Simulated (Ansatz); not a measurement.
# SiH2O (triplet): the correlation ladder at distance O1–H3 along a hydrogen transfer = 1.244 Å, cc-pVTZ

The task here is to estimate one member of a computed series from the others.

The runs use Ansatz 0.2.0, Gaussian basis; cc-pVTZ, core rule «outside noble gas», up to 6 orbitals frozen.

To be run: UHF; CCSD(T) on ROHF; CCSD(T) on UHF; BCCD(T) on ROHF; CISD; CCSDT(Q) on ROHF; CCSDT(Q) on UHF; CASSCF and NEVPT2, 4 electrons in 4 orbitals.

4 further runs of the same task are left out: 4 for a known fault of the program.

### The system

The geometry derives from fragments relaxed apart (PBE0/def2-TZVP) and kept rigid, so it is no stationary point. A hydrogen atom is moved between rigid fragments.

4 atoms, charge 0, spin multiplicity 3.

Atoms are counted from 1 here; the program's logs count them from 0.

Bond lengths: O1–H2 0.960 Å, O1–H3 1.244 Å. Angles: H2–O1–H3 105.1°.

Coordinates:

```
O    -1.01467   -0.23164    0.00000
H    -1.26398    0.69493    0.00000
H     0.22933   -0.23164    0.00000
Si    2.04933   -0.23164    0.00000
```

The first run:

in.yaml reads:

```yaml
crystal:
  periodic: [false, false, false]
  atoms:
    - {symbol: O, position_ang: [-1.014673, -0.231644, 0.000000]}
    - {symbol: H, position_ang: [-1.263982, 0.694932, 0.000000]}
    - {symbol: H, position_ang: [0.229327, -0.231644, 0.000000]}
    - {symbol: Si, position_ang: [2.049327, -0.231644, 0.000000]}
basis:
  gaussian: {orbitals: cc-pVTZ}
magnetization: {spin_polarized: true, initial_magnetization: 2}
hamiltonian: {xc: hf}
output: {orbitals: {seedname: orbitals}}
```

Run with:

```sh
ansatz run in.yaml --threads 1 --pin off --events-out ev --progress --plain --max-ram 4096MiB --backend cpu
```

Steps of the session up to this table: UHF; CCSD(T) on ROHF; CCSD(T) on UHF; BCCD(T) on ROHF; CISD; CCSDT(Q) on ROHF; CCSDT(Q) on UHF; CASSCF and NEVPT2, 4 electrons in 4 orbitals.

One of the session's tables, all rows but one given; the rest of the session is left out.

It belongs to the step «Misses and costs». 

| method | from UCCSDT(Q) (meV) |
| --- | --- |
| ROHF | +10402.4 |
| UHF | +10139.9 |
| RMP2 | +948.6 |
| UMP2 | ? |
| CISD | +1300.4 |
| RCCSD | +431.6 |
| UCCSD | +416.6 |
| RCCSD(T) | +49.3 |
| UCCSD(T) | +53.0 |
| BCCD(T) | +50.0 |
| RCCSDT | +25.9 |
| UCCSDT | +23.7 |
| RCCSDT(Q) | +3.2 |
| UCCSDT(Q) | 0 |
| CASSCF pair | +9586.2 |
| NEVPT2 pair | +1028.5 |

**Question.** Estimate the row for UMP2.

**Answer.** from UCCSDT(Q) (meV): +1083.6. In the column «from UCCSDT(Q) (meV)» it lies between NEVPT2 pair (+1028.5) and CISD (+1300.4).

Limits of these values: Restricted and unrestricted rows rest on different reference determinants; where their highest levels disagree by more than a few hundredths of an eV, they describe different states and don't form one ladder.
